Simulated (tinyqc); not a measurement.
CCSD on RHF in the sto-6g basis, frozen core, for HF, spin multiplicity 1, step by step. One step of it, computed by the program tinyqc.

Question. CCSD: starting amplitudes. t_ij^ab = <ij||ab> / (e_i + e_j - e_a - e_b), whose energy is MP2.

orbital energies (hartree): MO1 -26.231799, MO2 -1.508284, MO3 -0.613025, MO4 -0.476599, MO5 -0.476599, MO6 0.687882

Two-electron integrals over orbitals (pq|rs), unique and non-zero (hartree); the lowest 1 orbital is frozen and left out:
```
(22|22) 0.863092    (32|22) -0.002828   (32|32) 0.158801    (33|22) 0.772923
(33|32) -0.062601   (33|33) 0.808291    (42|42) 0.177955    (43|42) -0.046520
(43|43) 0.053277    (44|22) 0.876552    (44|32) -0.075343   (44|33) 0.782484
(44|44) 0.998085    (52|52) 0.177955    (53|52) -0.046520   (53|53) 0.053277
(54|54) 0.053789    (55|22) 0.876552    (55|32) -0.075343   (55|33) 0.782484
(55|44) 0.890506    (55|55) 0.998085    (62|22) -0.142434   (62|32) -0.034257
(62|33) -0.050093   (62|44) -0.141657   (62|55) -0.141657   (62|62) 0.101078
(63|22) -0.141201   (63|32) 0.091459    (63|33) -0.133096   (63|44) -0.177133
(63|55) -0.177133   (63|62) 0.061499    (63|63) 0.155712    (64|42) -0.046543
(64|43) -0.011126   (64|64) 0.032468    (65|52) -0.046543   (65|53) -0.011126
(65|65) 0.032468    (66|22) 0.698009    (66|32) 0.078315    (66|33) 0.670910
(66|44) 0.658388    (66|55) 0.658388    (66|62) -0.070755   (66|63) -0.008934
(66|66) 0.723370
```

Give: Starting amplitudes; correlation energy.

Answer.

Starting amplitudes (spin orbitals 1a, 1b, ...; amplitudes related by a flip of all spins are not repeated):
```
from      to        t
3a 3b  6a 6b  -0.0598
2a 2b  6a 6b  -0.0230
2a 3b  6a 6b  -0.0176
5a 5b  6a 6b  -0.0139
4a 4b  6a 6b  -0.0139
```

correlation energy = -0.014713 hartree
